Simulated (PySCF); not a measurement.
**Electrostatic potential from atomic charges**

Species: `C#CCCl` (propargyl chloride). Coordinates (GFN2-xTB, Å) and charges (e) from the PBE0/pcSseg-1 density (PySCF):

```csv
atom,x,y,z,Mulliken,IAO,Hirshfeld,ESP-fitted
C1,1.654,-0.473,0.172,-0.2843,-0.2118,-0.0970,-0.5262
C2,0.487,-0.241,0.040,+0.1613,-0.0311,-0.0505,+0.2497
C3,-0.903,0.095,-0.111,-0.1745,-0.2502,-0.0138,-0.4466
Cl4,-1.124,1.884,-0.016,-0.1402,-0.0970,-0.0713,-0.0914
H5,2.672,-0.701,0.285,+0.0542,+0.2071,+0.0986,+0.3421
H6,-1.281,-0.219,-1.086,+0.1917,+0.1915,+0.0670,+0.2349
H7,-1.501,-0.340,0.690,+0.1917,+0.1915,+0.0670,+0.2375
```

Points outside the species (Å): A (-6.0, -2.1, -1.3); B (-0.5, 0.2, -5.2); C (-2.7, 4.4, 2.0); D (1.2, -6.0, 1.2).

Find the potential V = 14.3996 V·Å × Σ q/r of each set of charges at these points.

In volts:

```json
{"point": "A", "nearest atom": "H6", "distance (Å)": "5.08", "Mulliken": "+0.225", "IAO": "+0.104", "Hirshfeld": "+0.058", "ESP-fitted": "+0.105"}
{"point": "B", "nearest atom": "H6", "distance (Å)": "4.21", "Mulliken": "+0.109", "IAO": "+0.014", "Hirshfeld": "+0.010", "ESP-fitted": "+0.016"}
{"point": "C", "nearest atom": "Cl4", "distance (Å)": "3.59", "Mulliken": "-0.138", "IAO": "-0.199", "Hirshfeld": "-0.107", "ESP-fitted": "-0.223"}
{"point": "D", "nearest atom": "H5", "distance (Å)": "5.58", "Mulliken": "+0.033", "IAO": "+0.053", "Hirshfeld": "+0.028", "ESP-fitted": "+0.061"}
```

How far are the other sets from the ESP-fitted one at these points?

Root-mean-square difference: IAO 0.012 V, Hirshfeld 0.065 V, Mulliken 0.088 V. The ESP scheme is a least-squares fit of atom-centred charges to the potential on four shells outside the van der Waals surface, with the total charge fixed.

What energy would a point charge of -1 e have at C in the field of the ESP charges, leaving out polarisation?

+0.223 eV = +21.5 kJ/mol, a repulsion.

Isolated species at its GFN2-xTB geometry, gas phase.

The run behind these numbers computed NMR shieldings as well. The run took 3.9 s of wall time on Arm Neoverse V2, one thread (shared host).
